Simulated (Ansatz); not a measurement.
Molecule: Si₂H₆, charge 1, multiplicity 2. SMILES of the parent species: [SiH3][SiH3]

Atoms: Si1, Si2, H3, H4, H5, H6, H7, H8. Bonds: Si1-H3, Si1-H4, Si1-H5, Si2-H6, Si2-H7, Si2-H8.

Bond lengths (Å) and angles (degrees) optimised at HF/6-31G* with Ansatz (a program for electronic structure); PBE/6-31G* with Ansatz; B3LYP/6-31G* with Ansatz; MP2/6-31G* with Ansatz, each started from the B3LYP-D3(BJ)/def2-TZVP structure (Ansatz) of the last column. A row stands for all coordinates that are equal there. 6-31G* holds six Cartesian d functions. No wavenumbers were computed at PBE/6-31G*, MP2/6-31G*, so these may be saddle points.

```tsv
coordinate	HF/6-31G*	PBE/6-31G*	B3LYP/6-31G*	MP2/6-31G*	B3LYP-D3(BJ)/def2-TZVP
Si1-H3	1.459	1.490	1.476	1.471	1.471
H3-Si1-H4	117.8	118.1	118.0	117.9	118.2
```

Mean signed difference of all 6 bond lengths from B3LYP-D3(BJ)/def2-TZVP: HF/6-31G* -0.012 Å, PBE/6-31G* 0.019 Å, B3LYP/6-31G* 0.005 Å, MP2/6-31G* 0.000 Å.
